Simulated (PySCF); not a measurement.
## One molecule, a ladder of functionals, a line

Molecule: `C1C(C=O)C1`, C₄H₆O.

Geometry (Å), atoms numbered from 1 in this order:
```xyz
11

O     2.4039   -1.1459    0.1415
C     1.4025   -0.5515    0.4393
C     0.2748   -0.2678   -0.4712
C    -1.1195   -0.2740    0.1163
C    -0.4964    1.0169   -0.2607
H     1.2520   -0.1558    1.4828
H     0.4132   -0.6346   -1.4917
H    -1.9128   -0.6843   -0.5128
H    -1.2175   -0.5160    1.1791
H    -0.8444    1.5299   -1.1601
H    -0.1558    1.6831    0.5377
```

GIAO shieldings (ppm, equivalent atoms averaged) in PySCF 2.14 on the PBE0-D3(BJ)/def2-SVP geometry, basis pcSseg-2, gas phase, non-relativistic:

```csv
functional,exact exchange (%),σ(C3),σ(C4/C5)
BLYP,0,146.8,167.6
BP86,0,150.7,171.2
PBE,0,151.1,171.7
B3LYP,20,152.6,172.9
mPW1PW91,25,157.3,177.0
BHandHLYP,50,160.6,179.8
HF,100,173.2,189.4
```

(1) Fit each shielding as a line in the percentage of exact exchange.

(2) What does the line predict for PBE0 (25 %), and what does the run give?

Results:

(1) σ(C3) = 149.5 + 0.24 x (rms 1.6 ppm); σ(C4/C5) = 170.3 + 0.19 x (rms 1.5 ppm). The functionals also differ in their semilocal parts, which the line can't hold; Hartree–Fock has no correlation at all.

(2) σ(C3): 155.5 predicted, 158.0 computed; σ(C4/C5): 175.1 predicted, 177.8 computed ppm.
